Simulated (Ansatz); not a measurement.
System: C3H5, net charge 0, doublet state. It need not be the lowest isomer of its formula. 
Geometry from a B3LYP-D3(BJ)/def2-TZVP (Ansatz, a quantum-chemistry and plane-wave program) optimisation:
```
C
H 1 1.0855
H 1 1.0858 2 113.67
C 1 1.4623 2 119.08 3 148.66
H 4 1.0784 1 132.36 2 -130.97
C 4 1.4623 5 132.36 1 90.32
H 6 1.0855 4 119.08 5 130.97
H 6 1.0858 7 113.67 4 148.66
```
Charge 0, spin multiplicity 2.

Parts of the frozen-core correlation energy in 6-31G (Ansatz, hartree). Frozen orbitals: 3; correlated occupied orbitals by spin: 9 and 8; virtual: 25 and 26. UHF or UKS for open shells. No spin-orbit coupling. No relativistic terms.

| term | value |
|---|---|
| reference (HF) | -116.36333 |
| MP2 opposite-spin | -0.19300 |
| MP2 same-spin | -0.05381 |
| CCSD correlation | -0.28219 |
| (T) | -0.00671 |
| T1 diagnostic | 0.009 |
| largest doubles amplitude | 0.039 |
| <S^2> of the reference | 0.762 |
